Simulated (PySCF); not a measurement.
Structure with atom numbers: `[SiH3:1][PH2:2]` (H(Xn): hydrogen on atom n).

Geometry: PBE0-D3(BJ)/def2-SVP; GIAO shifts from PySCF 2.14.0 with density-fitted response routines, gas phase, non-relativistic, averaged over equivalent atoms.

At PBE0/pcSseg-1 (73 basis functions, 5.6 s wall time on 1 thread of an Intel Xeon, shared host):
```json
{"atoms": "Si1", "δ (ppm)": "-76.0"}
{"atoms": "P2", "δ (ppm)": "-298.9"}
{"atoms": "H(Si1)", "δ (ppm)": "4.09"}
{"atoms": "H(P2)", "δ (ppm)": "1.62"}
```

δ = σ(ref) − σ, references computed at the same level: TMS for $^{29}$Si (351.99 ppm), $^{1}$H (31.27 ppm); $^{31}$P (310.13 ppm) against H3PO4.

**Question.** Estimate the result of repeating the calculation with HF/pcSseg-2.

**Answer.** 
| atoms | δ at HF/pcSseg-2 | change |
| --- | --- | --- |
| Si1 | -68.3 | +7.7 |
| P2 | -267.7 | +31.2 |
| H(Si1) | 3.89 | -0.20 |
| H(P2) | 1.67 | +0.05 |

Chemical shifts δ = σref − σ; TMS for $^{29}$Si (σ = 382.96 ppm) and $^{1}$H (σ = 31.68 ppm); $^{31}$P (σ = 343.96 ppm) vs H3PO4, all at this level.

The largest change is at P2 (phosphorus bonded to Si, 2 H). Cost: 156 basis functions, 3 s wall time on 1 thread of an Intel Xeon, shared host.

Experimental scales use liquid or dissolved standards, which lie at an offset from isolated H3PO4.
